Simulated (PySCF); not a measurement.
Cl2: calculation against experiment

**What was measured.**

From NIST CCCBDB Release 22 (SRD 101), experimental polarizabilities, for the gas: mean polarisability 4.61 Å³.

From NIST CCCBDB, for the gas: vertical first ionisation energy 11.49 eV.

How close the calculation comes is told at the end.

Cl2.
Atom-mapped SMILES: `[Cl:1][Cl:2]`

Geometry (PBE0-D3(BJ)/def2-SVP, Å), atoms numbered from 1 in this order:
```xyz
2
Cl2 angstrom
Cl     1.0127    0.0000    0.0000
Cl    -1.0127    0.0000    0.0000
```

The PySCF runs (gas phase, on this PBE0-D3(BJ)/def2-SVP geometry; no spin–orbit coupling):

```
              level                                                                            job  basis functions
CAM-B3LYP/def2-SVPD  10 singlets by full TDDFT, 4 Tamm–Dancoff triplets, polarisability, ΔSCF ions               54
 CAM-B3LYP/pcSseg-2                                                                     shieldings               86
      PBE0/pcSseg-1                                        shieldings, charges and field gradients               48
```

Results beside the measurements:

**Mean polarisability.** Measured: 4.61 Å³ (NIST CCCBDB Release 22 (SRD 101), experimental polarizabilities).

```csv
level,computed (Å³),computed − measured (Å³),% (from the printed values)
CAM-B3LYP/def2-SVPD,4.53,-0.08,-2
```

The computed values are static and purely electronic, with core orbitals frozen in the response (1 au = 0.148185 Å³). The table of measured values doesn't say here whether a value is static or optical, or holds a vibrational part.

**Vertical first ionisation energy.** Measured: 11.49 eV (NIST CCCBDB).

```json
{"level": "ΔSCF CAM-B3LYP/def2-SVPD", "computed (eV)": "11.83", "computed − measured (eV)": "+0.34"}
{"level": "−ε(HOMO) CAM-B3LYP/def2-SVPD", "computed (eV)": "10.33", "computed − measured (eV)": "-1.16"}
{"level": "−ε(HOMO) CAM-B3LYP/pcSseg-2", "computed (eV)": "10.22", "computed − measured (eV)": "-1.27"}
{"level": "−ε(HOMO) PBE0/pcSseg-1", "computed (eV)": "8.89", "computed − measured (eV)": "-2.60"}
```

The computed energies are vertical. Orbital energies are listed beside them and aren't ranked. Spin–orbit splitting of the ion isn't included.

No measured geometry was used, and the causes of the misses weren't examined.
